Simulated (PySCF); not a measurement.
Species: 2-hydroxyprop-2-enal, C₃H₄O₂.
Z-matrix (Å and degrees, PBE0-D3(BJ)/def2-SVP geometry), rows numbered from 1:
```
C 
C   1  1.3432
O   2  1.3349  1  125.22
C   2  1.4777  1  120.98  3   179.85
O   4  1.2104  2  120.08  1  -179.70
H   1  1.0911  2  121.78  3     0.09
H   1  1.0908  2  119.26  3  -179.99
H   3  0.9759  2  105.21  1   179.81
H   4  1.1134  2  117.32  1     0.15
```

Computed with PySCF at PBE0/pcSseg-1, non-relativistic, on one gas-phase PBE0-D3(BJ)/def2-SVP geometry that isn't relaxed in the solvent. The solvent is an IEF-PCM continuum (cavity from Bondi-type radii × 1.2). Specific hydrogen bonds and non-electrostatic terms are outside this model.

```
run  E − E(gas) (kcal/mol)  HOMO (eV)  HOMO–LUMO gap (eV)  dipole (D)
gas                   0.00      -7.41                5.39        1.93
  P                  -4.55      -7.28                5.42        2.46
  Q                  -3.95      -7.30                5.42        2.39
```

The runs were made in chloroform and tetrahydrofuran. Which run belongs to which solvent?

P = tetrahydrofuran, Q = chloroform. The dielectric constants are 4.711 (chloroform), 7.426 (tetrahydrofuran), and the energy falls further as ε rises. In this model the ground state sees the solvent through ε alone.

How constant is the ratio of the lowering to (ε − 1)/(2ε + 1)?

```tsv
solvent	(ε − 1)/(2ε + 1)	E − E(gas) (kcal/mol)	ratio (kcal/mol)	polarisation term (kcal/mol)
chloroform	0.356	-3.95	-11.1	-4.32
tetrahydrofuran	0.405	-4.55	-11.2	-5.04
```

The ratio changes by +1.1 % in size from chloroform to tetrahydrofuran. The polarisation term is half the interaction of the solute with the induced surface charges.

The run took 4.9 s of wall time on one thread of an Arm Neoverse V1, shared host with 32 logical CPUs at a one-minute load of 9.6, and the process peaked at 0.52 GiB of memory. This is the whole shielding run at PBE0/pcSseg-1 in tetrahydrofuran, SCF included.
